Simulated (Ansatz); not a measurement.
Structure optimisation: cobalt, hcp

These are results of DFT, BLYP, plane waves (420 eV) with PAW, scalar-relativistic (Ansatz), not measurements. The PAW files were generated under PBE, with cores re-solved for the functional.

k-point mesh 14×14×8, Fermi-Dirac smearing 0.1 eV, no spin polarisation. Cell and atoms relax.

Starting structure:

```cif
data_structure
_symmetry_space_group_name_H-M 'P 1'
_symmetry_Int_Tables_number 1
_cell_length_a 2.5071
_cell_length_b 2.5071
_cell_length_c 4.0686
_cell_angle_alpha 90.000
_cell_angle_beta 90.000
_cell_angle_gamma 120.000
_cell_volume 22.15
loop_
_atom_site_label
_atom_site_type_symbol
_atom_site_fract_x
_atom_site_fract_y
_atom_site_fract_z
_atom_site_occupancy
Co1 Co 0.33333 0.66667 0.25000 1
Co2 Co 0.66667 0.33333 0.75000 1
```

Problem. The pressure at the start is -4.5 GPa. By how much does the volume change?

Solution. From 11.07 to 10.83 Å³ per atom, -2.2 %. The final cell has a = 2.496 Å, c = 4.016 Å (c/a = 1.609).

Problem. How much energy does the relaxation gain?

Solution. 3.9 meV per atom.

Path of the relaxation (the plane waves are chosen anew near the end, which can shift the energy a little):

| step | E − E(final) (meV/atom) | V (Å³/atom) | P (GPa) | max force (eV/Å) |
| --- | --- | --- | --- | --- |
| 0 | 3.90 | 11.074 | -4.54 | 0.000 |
| 1 | 0.72 | 10.939 | -2.04 | 0.000 |
| 2 | -0.25 | 10.829 | 0.15 | 0.000 |
| 3 | -0.24 | 10.835 | 0.03 | 0.000 |
| 4 | -0.24 | 10.837 | 0.00 | 0.000 |
| 5 | 0.00 | 10.837 | -0.06 | 0.000 |
| 6 | 0.00 | 10.834 | 0.00 | 0.000 |
| 7 | 0.00 | 10.834 | 0.00 | 0.000 |

Spin polarisation is off here; a magnetic state may lie lower.
